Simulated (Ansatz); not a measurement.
Results of PBEsol (plane waves, PAW; Ansatz, an electronic-structure program) for 2H WSe2.

Run with plane-wave cutoff 560 eV, 12×12×4 k mesh (along the axes of the cell as run), perturbation theory, no spin polarisation, scalar-relativistic PAW data made under PBE.

Cell (measured lattice):

```cif
data_Se4W2
_chemical_formula_sum 'W2 Se4'
_space_group_name_H-M_alt 'P63/mmc'
_space_group_IT_number 194
_space_group_name_Hall '-P 6c 2c'
_cell_length_a 3.28200
_cell_length_b 3.28200
_cell_length_c 12.96000
_cell_angle_alpha 90.000
_cell_angle_beta 90.000
_cell_angle_gamma 120.000
loop_
_atom_site_label
_atom_site_type_symbol
_atom_site_symmetry_multiplicity
_atom_site_Wyckoff_symbol
_atom_site_fract_x
_atom_site_fract_y
_atom_site_fract_z
_atom_site_occupancy
W1 W 2 c 0.33333 0.66667 0.25000 1
Se1 Se 4 f 0.66667 0.33333 0.12125 1
```

Problem. What does this level give for the electronic dielectric constant ε∞ (mean over three axes) and dielectric constant ε0 (ions relaxed) (mean over three axes)?

Solution. 
* **electronic dielectric constant ε∞ (mean over three axes)**: 12.7
* **dielectric constant ε0 (ions relaxed) (mean over three axes)**: 12.9

Note: the cell isn't this level's own, so it is under some stress, which shifts stiffness and frequencies.

Spin–orbit coupling is not included.

The result took about 70 core-minutes (a rough figure).
